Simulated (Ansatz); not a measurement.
**C4H6OS: up Jacob's ladder to CCSD(T)**

Aim: compute C4H6OS with functionals from several rungs and with coupled cluster, and see how far each lands from CCSD(T) at the basis-set limit for the atomisation energy.

The runs use Ansatz 0.2.0, Gaussian basis; functionals in def2-TZVPP, the program's frozen cores in correlated methods.

Plan: PBE-D4, r2SCAN-D4, PBE0-D4, B3LYP-D4, ωB97X-V, ωB97M-V, B2PLYP; CCSD(T)/def2-TZVPP; MP2/def2-QZVPP; extrapolation to the limit.

### Step 1. The geometry

The geometry comes from an earlier relaxation with PBE0-D4 in a triple-zeta def2 set; it is a stationary point, not always the lowest conformer.

12 atoms, charge 0, spin multiplicity 1.

Atoms are counted from 1 here; the program's logs count them from 0.

Bond lengths: C1–C2 1.199 Å, C1–H7 1.064 Å, C2–C3 1.441 Å, C3–S4 1.839 Å, C3–H8 1.094 Å, C3–H9 1.094 Å, S4–C5 1.800 Å, S4–O6 1.476 Å, C5–H10 1.091 Å, C5–H11 1.091 Å, C5–H12 1.090 Å. Angles: C2–C1–H7 179.5°, C1–C2–C3 178.5°, C2–C3–S4 110.6°, C2–C3–H8 111.6°, C2–C3–H9 111.4°, S4–C3–H8 106.2°, S4–C3–H9 107.4°, H8–C3–H9 109.5°, C3–S4–C5 94.8°, C3–S4–O6 107.1°, C5–S4–O6 106.6°, S4–C5–H10 110.1°, S4–C5–H11 109.6°, S4–C5–H12 106.2°, H10–C5–H11 111.3°, H10–C5–H12 109.7°, H11–C5–H12 109.7°.

As a file:

```xyz
12
charge 0, multiplicity 1
C     1.3130    2.1199   -1.8220
C     1.0263    1.1561   -1.1685
C     0.6459    0.0112   -0.3801
S    -1.0822    0.1866    0.2236
C    -1.1205   -1.4200    1.0352
O    -1.0655    1.2005    1.2959
H     1.5733    2.9777   -2.3958
H     1.2713   -0.0887    0.5122
H     0.6957   -0.9114   -0.9659
H    -1.0503   -2.2176    0.2935
H    -0.3091   -1.4812    1.7623
H    -2.0801   -1.4784    1.5487
```

### Step 2. PBE-D4 (GGA)

File in.yaml:

```yaml
crystal:
  periodic: [false, false, false]
  atoms:
    - {symbol: C, position_ang: [1.312967, 2.119928, -1.822010]}
    - {symbol: C, position_ang: [1.026303, 1.156110, -1.168503]}
    - {symbol: C, position_ang: [0.645856, 0.011198, -0.380090]}
    - {symbol: S, position_ang: [-1.082248, 0.186554, 0.223560]}
    - {symbol: C, position_ang: [-1.120541, -1.420010, 1.035183]}
    - {symbol: O, position_ang: [-1.065492, 1.200482, 1.295918]}
    - {symbol: H, position_ang: [1.573308, 2.977729, -2.395753]}
    - {symbol: H, position_ang: [1.271348, -0.088718, 0.512238]}
    - {symbol: H, position_ang: [0.695713, -0.911394, -0.965853]}
    - {symbol: H, position_ang: [-1.050350, -2.217568, 0.293549]}
    - {symbol: H, position_ang: [-0.309115, -1.481243, 1.762299]}
    - {symbol: H, position_ang: [-2.080051, -1.478368, 1.548661]}
basis:
  gaussian: {orbitals: def2-TZVPP}
hamiltonian: {xc: pbe, dispersion: d4}
output: {forces: true, orbitals: {seedname: orbitals}}
```

After this run come: r2SCAN-D4 (meta-GGA); PBE0-D4 (hybrid); B3LYP-D4 (hybrid); ωB97X-V (range-separated); ωB97M-V (range-separated); B2PLYP (double hybrid); CCSD(T) in def2-TZVPP; MP2 in def2-QZVPP.

**Question.** What will the summary of the whole plan be? Wanted: atomisation energy, CCSD(T)/CBS; farthest; mean size of error, hybrid; mean size of error, range-separated; gap, smallest and largest; T1 diagnostic; triples share of the correlation energy.

The runs gave:

| quantity | value |
| --- | --- |
| atomisation energy, CCSD(T)/CBS | 49.335 eV |
| functionals within 0.247 eV (0.5 %) | B3LYP-D4, ωB97X-V, ωB97M-V |
| farthest | PBE-D4 (+1.825 eV) |
| mean size of error, hybrid | 0.232 eV |
| mean size of error, range-separated | 0.090 eV |
| gap, smallest and largest | 4.63 eV (PBE-D4), 11.44 eV (ωB97X-V) |
| T1 diagnostic | 0.0150 |
| triples share of the correlation energy | 4.6 % |

What this shows: PBE-D4 is off by +1.825 eV. Double hybrids carry the basis error of their MP2 part in triple zeta, and no dispersion term here, so their miss is partly the set-up's. Misses under about 0.247 eV are within the doubt on the reference itself, which lacks core-valence correlation, relativity and higher excitations. Hartree-Fock recovers 70 % of the binding; the rest is correlation. Orbital gaps span 4.6 to 11.4 eV; exact exchange widens them.
